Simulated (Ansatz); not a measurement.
System: bcc K. Method: LC-ωPBE (PAW; Ansatz, an electronic-structure program).

Run with plane-wave cutoff 460 eV, 10×10×10 k mesh, Fermi–Dirac smearing 0.05 eV, scalar-relativistic PAW data made under PBE.

Pressure at four volumes; x = ln(V/80.995 Å³). One pressure is withheld.

| V (Å³/atom) | x | P (GPa) |
|---|---|---|
| 76.946 | -0.0513 | 0.170 |
| 80.995 | 0.0000 | -0.005 |
| 83.020 | 0.0247 | -0.078 |
| 85.045 | 0.0488 | ? |

Pass a parabola P(x) through the three rows shown, estimate the bulk modulus and its pressure derivative near zero pressure, and predict the withheld pressure.

Slopes between the rows: (-0.005 − (0.170))/(0.0000 − (-0.0513)) = -3.41 and (-0.078 − (-0.005))/(0.0247 − (0.0000)) = -2.96 GPa. Their difference over the span 0.0760 is c = 0.45/0.0760 = 5.9 GPa, so P(x) = 0.170 + (-3.41)(x − (-0.0513)) + 5.9 (x − (-0.0513))(x − (0.0000)). At the middle row B = −dP/dx = −[-3.41 + 5.9 × 0.0513] = 3.1 GPa, and B′ = dB/dP = 2c/B = 3.8. At x = 0.0488 the parabola gives -0.143 GPa; the run gives -0.143 GPa. The Birch–Murnaghan fit to the energies at all volumes has B0 = 3.12 GPa and B′ = 3.7.

Measured, for comparison: bulk modulus 3.75 GPa (corrected for temperature and zero-point phonon effects; as tabulated in Levämäki et al. (2014), arXiv:1402.3671). Computed (rounded) less measured: bulk modulus -17 %.
